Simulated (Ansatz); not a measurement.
`FCC1=CS1`. Charge 0, multiplicity 1.

Z-matrix (Å, degrees):
```
C
C 1 1.463
F 1 1.376 2 111.1
H 1 1.096 2 109.6 3 -119.3
H 1 1.094 2 109.8 3 120.3
S 2 1.843 1 138.1 3 59.5
C 2 1.276 1 152.7 3 -134.0
H 7 1.076 2 150.9 1 4.6
```

Task: List the harmonic frequencies (cm⁻¹, unscaled) at PBE0-D4/def2-TZVP in Ansatz. (An estimate is asked.)

Result: Computed: 91, 162, 267, 458, 537, 693, 732, 933, 985, 1030, 1090, 1260, 1388, 1473, 1896, 3046, 3100, 3316.

Task: Is this a minimum?

Result: Yes, all 18 modes are real.

Task: Give the ideal-gas thermochemistry at 298.15 K and 1 bar (rigid rotor, harmonic oscillator; point group C1, symmetry number 1).

Result: Zero-point energy 134.3 kJ/mol; H(298) − E = 151.3 kJ/mol; entropy 317.3 J/(mol·K), of which translation 165.0, rotation 109.8, vibration 42.5; G(298) − E = 56.7 kJ/mol. Modes under 100 cm⁻¹ are hindered rotations or soft bends, so the harmonic entropy is rough.
